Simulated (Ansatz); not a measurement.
## Width of the whole s-p valence band of rock-salt NaF at several levels of theory

No measured value is used here.

```
level (code)                   value (eV)
-----------------------------  ----------
LDA (Ansatz)                        18.77
BLYP (Ansatz)                       19.05
PBE (Ansatz)                        18.95
PBEsol (Ansatz)                     18.80
RPBE (Ansatz)                       19.04
r²SCAN (Ansatz)                     19.44
B3LYP (VWN-RPA form) (Ansatz)       20.17
HSE06 (Ansatz)                      20.35
PBE0 (Ansatz)                       20.35
r²SCAN0 (Ansatz)                    20.66
Hartree–Fock (Ansatz)               24.15
```

Widths are read from band energies on the run's k points.  Values are at the measured cell. Cutoffs and k meshes differ between the levels. Ansatz's density-functional and Hartree–Fock values are scalar-relativistic unless marked +SOC, with PAW data made under PBE.

Ansatz is a first-principles code.
